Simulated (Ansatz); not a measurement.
Density of states of YNi5 (P6/mmm, a = 4.811 Å, b = 4.811 Å, c = 3.900 Å, α = 90.00°, β = 90.00°, γ = 120.00°), in states per eV and primitive cell, averaged over bins of 0.4 eV. Level of theory: DFT PBEsol, scalar-relativistic, plane waves, PAW (Ansatz 0.2.0).

Plane waves to 420 eV, a k mesh through Γ of 12×12×10 on the computed 6-atom cell and Gaussian smearing (0.10 eV); collinear spin from starting moments 0 0.29 0.29 0.38 0.38 0.38 μB.

The cell is relaxed at this level. The states (both spins) are summed by tetrahedra on a 18×18×15 mesh at the self-consistent density. Energies are bin centres; the table starts no lower than −8 eV and ends at 6 eV, or lower where the solved bands end.

It is a metal at this level.

| E − E_F (eV) | total | Ni 3d down | Ni 3d up | Y 4d down | Y 4d up | Ni 4s up | Ni 4s down |
| --- | --- | --- | --- | --- | --- | --- | --- |
| -7.85 | 0.24 | 0.00 | 0.00 | 0.00 | 0.00 | 0.09 | 0.09 |
| -7.45 | 0.40 | 0.01 | 0.01 | 0.00 | 0.00 | 0.15 | 0.15 |
| -7.05 | 0.55 | 0.01 | 0.01 | 0.00 | 0.00 | 0.21 | 0.21 |
| -6.65 | 0.74 | 0.02 | 0.03 | 0.01 | 0.01 | 0.28 | 0.28 |
| -6.25 | 1.03 | 0.05 | 0.06 | 0.02 | 0.02 | 0.39 | 0.39 |
| -5.85 | 0.94 | 0.06 | 0.07 | 0.04 | 0.04 | 0.34 | 0.34 |
| -5.45 | 1.40 | 0.10 | 0.12 | 0.10 | 0.10 | 0.45 | 0.44 |
| -5.05 | 1.48 | 0.14 | 0.19 | 0.12 | 0.12 | 0.40 | 0.40 |
| -4.65 | 2.27 | 0.28 | 0.73 | 0.14 | 0.17 | 0.44 | 0.38 |
| -4.25 | 2.73 | 0.89 | 0.84 | 0.13 | 0.09 | 0.28 | 0.35 |
| -3.85 | 4.95 | 1.05 | 2.33 | 0.14 | 0.21 | 0.52 | 0.39 |
| -3.45 | 9.81 | 3.12 | 4.44 | 0.30 | 0.28 | 0.43 | 0.61 |
| -3.05 | 12.21 | 4.62 | 6.11 | 0.30 | 0.26 | 0.22 | 0.28 |
| -2.65 | 12.88 | 5.91 | 5.75 | 0.27 | 0.19 | 0.19 | 0.17 |
| -2.25 | 13.70 | 5.88 | 6.36 | 0.24 | 0.29 | 0.27 | 0.18 |
| -1.85 | 13.98 | 6.88 | 5.23 | 0.33 | 0.27 | 0.26 | 0.32 |
| -1.45 | 9.65 | 3.79 | 4.76 | 0.27 | 0.21 | 0.10 | 0.16 |
| -1.05 | 14.29 | 5.03 | 8.50 | 0.18 | 0.19 | 0.11 | 0.08 |
| -0.65 | 18.65 | 9.95 | 7.85 | 0.20 | 0.15 | 0.16 | 0.12 |
| -0.25 | 10.00 | 5.30 | 3.89 | 0.16 | 0.10 | 0.16 | 0.17 |
| 0.15 | 5.06 | 3.33 | 0.81 | 0.13 | 0.16 | 0.17 | 0.14 |
| 0.55 | 2.80 | 1.29 | 0.45 | 0.21 | 0.22 | 0.13 | 0.14 |
| 0.95 | 2.53 | 0.56 | 0.54 | 0.25 | 0.33 | 0.22 | 0.16 |
| 1.35 | 3.26 | 0.64 | 0.62 | 0.42 | 0.60 | 0.24 | 0.18 |
| 1.75 | 4.91 | 0.96 | 0.65 | 0.99 | 0.98 | 0.26 | 0.30 |
| 2.15 | 2.57 | 0.38 | 0.26 | 0.60 | 0.52 | 0.08 | 0.10 |
| 2.55 | 1.84 | 0.22 | 0.18 | 0.39 | 0.39 | 0.07 | 0.07 |
| 2.95 | 2.67 | 0.27 | 0.22 | 0.61 | 0.61 | 0.11 | 0.11 |
| 3.35 | 2.72 | 0.24 | 0.20 | 0.75 | 0.73 | 0.07 | 0.07 |
| 3.75 | 1.87 | 0.14 | 0.13 | 0.55 | 0.59 | 0.05 | 0.05 |
| 4.15 | 2.37 | 0.17 | 0.14 | 0.80 | 0.75 | 0.08 | 0.09 |
| 4.55 | 1.75 | 0.09 | 0.08 | 0.55 | 0.56 | 0.09 | 0.09 |
| 4.95 | 2.12 | 0.09 | 0.08 | 0.59 | 0.60 | 0.13 | 0.13 |
| 5.35 | 2.52 | 0.09 | 0.08 | 0.60 | 0.61 | 0.19 | 0.19 |
| 5.75 | 2.08 | 0.06 | 0.06 | 0.45 | 0.45 | 0.15 | 0.16 |

The columns after the total are the main Löwdin projections on the occupied valence shells of the potentials; 2 others are left out. The rest of the total lies in those, in shells that are empty in the free atom, which aren't projected, and between the atoms.

Only this magnetic start was tried.

Cost: 1 run of about 4.8 core-minutes, on Arm Neoverse V1 (shared hosts).